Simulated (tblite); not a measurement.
# ClFH: the cost of one run

Computed with tblite 0.8.0 and PySCF 2.14.0; each step states its level. No surroundings beyond the atoms listed, unless a continuum is named. Atoms count from 0, parts from 1.

## Step 1: The system as given

3 atoms, charge -1, multiplicity 1; geometry: rigid parts in contact. Parts: 1 = atoms 0–1, `Cl`, charge 0; 2 = atom 2, `[F-]`, charge -1.

## Step 2: Bringing the parts together with GFN2-xTB

Job settings and geometry (Å):

```
{"job": {"kind": "dock", "xc": "GFN2-xTB", "basis": "xTB"}, "charge": -1, "multiplicity": 1, "parts": [{"atoms": "0-1", "charge": 0, "multiplicity": 1}, {"atoms": "2-2", "charge": -1, "multiplicity": 1}]}
Cl     0.638592     0.001039     0.001055
H     -0.638592    -0.001039    -0.001055
F     -1.998813    -0.969940    -1.049069
```

Method: GFN2-xTB search for minima from random contacts, gas phase.

Run with:

```
$ OMP_NUM_THREADS=1 python cluster_run.py task.json out
```

The driver reads the jobs from task.json and runs them one after another.

**Question.** How long does this first job take on 1 thread of Arm Neoverse V1, shared host?

About 2 s.
